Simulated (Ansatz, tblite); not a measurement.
Removing an electron: the cluster Li3H3⁻ (the lowest doublet isomer of a short search). Total charge -1; doublet. Geometry: PBE-D4/def2-TZVPD. Ansatz, gas phase; energy differences of separate SCF runs; the oxidised species is a singlet (the triplet lies 3.55 eV higher at PBE0-D4/def2-TZVPD).

```xyz
6

Li    0.5432   -1.5594   -0.6419
Li   -0.9618    0.0007    1.4882
Li    0.2511    0.8626   -0.4547
H     0.5634   -0.6001    0.8380
H    -1.0438    1.5254    0.5832
H     0.6480   -0.2292   -1.8128
```

The xTB rows come from tblite. Correlated methods freeze no core orbitals; core or outer-core shells of Li are correlated, in sets that lack core-valence functions. The structure comes from a short search, and lower isomers may exist.

**Question.** Estimate orbital energies and vertical ionisation energies at: GFN1-xTB; GFN2-xTB; HF/def2-TZVPPD; PBE-D4/def2-TZVPD; r2SCAN-D4/def2-TZVPD; PBE0-D4/def2-TZVPD; MP2/def2-TZVPPD; CCSD/def2-TZVPPD; CCSD(T)/def2-TZVPPD.

**Answer.** 
```
               level  −HOMO (eV)  vertical IE (eV)  −LUMO (eV)  HOMO–LUMO gap (eV)                       remarks
            GFN1-xTB           –              6.76           –                   –                             –
            GFN2-xTB           –              2.66           –                   –                             –
      HF/def2-TZVPPD           –             -0.07           –                   –                             –
   PBE-D4/def2-TZVPD       -1.14              0.42       -1.51                0.37  HOMO above zero (-1 doublet)
r2SCAN-D4/def2-TZVPD       -1.16              0.25       -1.60                0.44  HOMO above zero (-1 doublet)
  PBE0-D4/def2-TZVPD       -0.80              0.35       -1.84                1.04  HOMO above zero (-1 doublet)
     MP2/def2-TZVPPD           –              0.03           –                   –                             –
    CCSD/def2-TZVPPD           –              0.07           –                   –                             –
 CCSD(T)/def2-TZVPPD           –              0.08           –                   –                             –
```

  A HOMO above zero means that the electron is unbound at that level or that self-interaction error raises the level; the energy of removing that electron tells which. HOMO and LUMO are the levels of the spin that leaves or enters (xTB has no such levels and no spin-polarisation term). Other spin states of the ions may lie lower, which would lower the ionisation energy or raise the affinity. Raw xTB energy differences between charge states are shifted by several eV; the methods need an empirical correction for them.
